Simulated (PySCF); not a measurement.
# NH₃: breathing scan

Computed with r2SCAN/[N def2-TZVP, H def2-TZVP], no relativity, density fitting, PySCF.

Rigid scan from the singlet minimum (N–H 1.014 Å (×3); H–N–H 106.6° (×3)). Coordinate: all bonds to the central atom scaled together. Energies in kJ/mol from the minimum.

```tsv
scale of all bonds to the centre	E (kJ/mol)	dipole size (D)
0.88	122.1	1.73
0.92	49.4	1.73
0.96	11.3	1.72
1.00	0.0	1.71
1.04	9.5	1.70
1.08	34.8	1.69
1.14	94.2	1.65
1.22	198.6	1.58
1.35	394.1	1.41
```

At long bonds a restricted determinant can lie too high, and another spin state can fall below this curve.

Other isomers or separated fragments may lie lower.
